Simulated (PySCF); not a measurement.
Which level of theory gave which numbers?

Species: fluorothioborine, BFS.
SMILES: `FB=S`

The closed-shell ground state was solved 4 times with PySCF (density fitting, gas phase), always in the pcSseg-2 basis (115 functions), with these functionals: B97-2, KT3, PBE0 and wB97X-D. Geometry: PBE0-D3(BJ)/def2-TZVP; no solvent, vibrations or thermal averaging.

| row | total energy (Eh) | HOMO (eV) | LUMO (eV) | dipole (D) |
| --- | --- | --- | --- | --- |
| P | -522.7577 | -8.41 | -0.32 | 1.23 |
| Q | -527.4828 | -7.26 | -1.22 | 1.19 |
| R | -522.9874 | -10.24 | 1.51 | 1.35 |
| S | -523.0173 | -8.14 | -0.34 | 1.26 |

Question: Which functional belongs to which row?

Answer: P = PBE0, Q = KT3, R = wB97X-D, S = B97-2. By rising HOMO–LUMO gap: KT3 (GGA) 6.04 eV; B97-2 (global hybrid, 21 % exact exchange) 7.80 eV; PBE0 (global hybrid, 25 % exact exchange) 8.09 eV; wB97X-D (range-separated hybrid) 11.75 eV. Total energies of different functionals aren't bounds to one another; each is stationary for its own functional.

Note: wB97X-D ran without an empirical dispersion term, which enters the total energy and its gradient alone.
